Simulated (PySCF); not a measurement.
Species: CH3CH2CH2CHF2, C₄H₈F₂.
Geometry (GFN2-xTB, Å), atoms numbered from 1 in this order:
```
atom  x, y, z in Å
C1     1.858    0.399   -0.344
C2     0.449    0.645    0.177
C3    -0.391   -0.630    0.127
C4    -1.797   -0.392    0.647
F5    -2.465    0.491   -0.137
F6    -2.523   -1.539    0.618
H7     2.441    1.315   -0.309
H8     2.363   -0.353    0.259
H9     1.829    0.050   -1.374
H10   -0.036    1.415   -0.425
H11    0.498    1.006    1.207
H12    0.064   -1.414    0.735
H13   -0.465   -0.989   -0.901
H14   -1.827   -0.006    1.678
```

Lines to be assigned: C 1s: 290.81 (area 1), 290.98 (area 1), 291.15 (area 1), 295.50 (area 1) eV; F 1s: 693.03 eV.

Computed with delta-SCF UKS SCAN, pcX-2 on the ionised atom, pcseg-1 elsewhere, spin-free X2C (PySCF 2.14.0). Isolated species at its GFN2-xTB geometry (one conformer only).

Order the carbon atoms by C 1s binding energy.

290.81 eV: C1 (methyl carbon); 290.98 eV: C2 (chain CH2 carbon); 291.15 eV: C3 (chain CH2 carbon); 295.50 eV: C4 (CHF2 carbon). The listed C 1s values span 4.69 eV, from C1 (bonded to C and 3 H) to C4 (bonded to 2 F, C and H). The widest gap between neighbouring values is 4.35 eV, between 291.15 and 295.50 eV. Summing the Pauling electronegativity differences to the bonded atoms, each weighted by its formal bond order, gives -1.05 for the lowest site and +2.51 for the highest; no listed site has a larger sum than the highest.

Bonded neighbours of each site: C1: C and 3 H; C2: 2 C and 2 H; C3: 2 C and 2 H; C4: 2 F, C and H; F5/F6: C.

What is the longest wavelength that can ionise C 1s of C2 vertically?

λ = hc/E = 12398.42 eV Å / 290.98 eV = 42.609 Å.

Topologically equivalent atoms share the value of their first member; where this conformer doesn't relate them by symmetry, their own values could differ.
